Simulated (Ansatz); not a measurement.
The cluster Li₂F⁺. Charge 1, multiplicity 3. Geometry PBE0-D4/def2-TZVP; atoms count from 1.

```tsv
atom	x (Å)	y (Å)	z (Å)
Li1	-0.392	-0.983	-1.593
Li2	2.103	0.357	0.331
F3	-1.711	0.625	1.262
```

In the triplet geometry the species has come apart into loosely held pieces. At PBE0-D4/def2-TZVP a singlet of charge 1 lies 7.29 eV below the triplet, each at its own geometry. The structure comes from a short search, and lower isomers may exist.

(1) Estimate the Mulliken populations from the PBE0/def2-TZVP orbitals of Ansatz.

(2) Where does the spin sit?

## Answers

(1) 
```tsv
atom	charge (e)	spin (α − β)
Li1	0.49	0.50
Li2	0.49	0.50
F3	0.01	1.00
```
Mulliken values and Mayer orders depend strongly on the basis.

(2) Summed by element: Li 1.00, F 1.00, of 2 unpaired in all. Largest on single atoms: F3 1.00, Li2 0.50, Li1 0.50.
